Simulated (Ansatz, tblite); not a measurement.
Isomers of P2S4⁺ (doublet), found by a short tight-binding search and relaxed with PBE0-D4/def2-SVP in Ansatz.

The xTB rows come from tblite. B3LYP takes the VWN-RPA correlation. Correlated methods freeze 30 core orbitals. In CCSD on the charge 1 doublet the largest single amplitude is 0.22, so its Hartree–Fock determinant may place the open shell otherwise than the density functionals do.

Run but left out: MP2/def2-SVP, MP2/def2-TZVP (A: ⟨S²⟩ 0.90 to 0.94, where a pure state has 0.75).

A: At CCSD(T)/def2-SVP, MP2/def2-TZVP the charge 1 doublet is spin-contaminated (final ⟨S²⟩ up to 0.94, 0.75 for a pure state). B: At CCSD(T)/def2-SVP, MP2/def2-TZVP the charge 1 doublet is spin-contaminated (final ⟨S²⟩ up to 0.87, 0.75 for a pure state). C: At CCSD(T)/def2-SVP, MP2/def2-TZVP the charge 1 doublet is spin-contaminated (final ⟨S²⟩ up to 0.89, 0.75 for a pure state).

Other spin states weren't relaxed.

A:

Cartesian coordinates in Å:
```
P -1.987 -0.134 -0.644
P 1.466 1.140 -0.909
S 0.460 -1.401 1.062
S 1.780 0.179 0.903
S -1.387 -0.408 1.322
S -0.332 0.623 -1.735
```

B:

```xyz
6

P    -1.663    0.340    1.049
P    -0.474    1.915    0.295
S     0.854   -0.654   -1.558
S     1.159   -1.463    0.302
S    -0.797   -1.532    1.046
S     0.920    1.395   -1.134
```

C:

Cartesian coordinates in Å:
```
P 1.348 1.351 -0.951
P -1.357 -0.949 -0.431
S 2.089 0.272 0.482
S -1.632 0.172 1.373
S -0.340 0.376 -1.781
S -0.107 -1.221 1.308
```

D:

Cartesian coordinates in Å:
```
P -0.4134 0.7542 -0.2364
P 1.2391 -1.2457 -1.6993
S -0.4810 -1.4016 -0.5562
S 1.6999 0.6531 -1.2011
S -0.0515 0.8656 1.8621
S -1.9931 0.3743 1.8308
```

E:

```xyz
6

P    -0.3990    1.3994   -0.6163
P     0.1476   -0.4868    1.4962
S     1.2466    1.1573    0.7108
S     0.5171   -1.8442   -0.4436
S    -1.6584    0.3380    0.7308
S     0.1460   -0.5636   -1.8778
```

Task: Estimate their order by electronic energy at ωB97M-V/def2-TZVP, counted from the lowest.

Result: E (0.0) < D (16.7) < C (22.0) < A (26.4) < B (35.9), in kcal/mol.

Task: Do the other levels pick the same lowest one?

Result: All that were run do. Energies above each level's lowest (kcal/mol):

```
              level     A     B     C     D    E
           GFN1-xTB  18.9  39.0  14.4  20.8  0.0
           GFN2-xTB   9.2  11.7   9.9  14.8  0.0
        HF/def2-SVP  19.4  35.8  21.5  12.9  0.0
       HF/def2-TZVP  21.1  35.1  24.9  13.0  0.0
    PBE-D4/def2-SVP  16.6  25.8  11.6  13.0  0.0
   PBE-D4/def2-TZVP  18.3  26.3  14.6  13.3  0.0
r2SCAN-D4/def2-TZVP  18.8  27.7  15.1  13.5  0.0
 B3LYP-D4/def2-TZVP  18.3  27.4  15.6  14.0  0.0
   PBE0-D4/def2-SVP  21.4  31.9  16.7  16.0  0.0
  PBE0-D4/def2-TZVP  23.1  32.2  19.8  16.1  0.0
 BHLYP-D4/def2-TZVP  22.6  32.9  21.1  16.5  0.0
  ωB97M-V/def2-TZVP  26.4  35.9  22.0  16.7  0.0
      CCSD/def2-SVP  20.9  32.4  17.3  14.7  0.0
   CCSD(T)/def2-SVP  20.0  30.6  15.5  14.2  0.0
```
Point groups (tolerance 0.1 Å): A not assigned, B C2, C not assigned, D not assigned, E C2v. Lower isomers may exist. From def2-SVP to def2-TZVP the PBE0 values move by up to 3.1 kcal/mol, so results in the small set are rough.
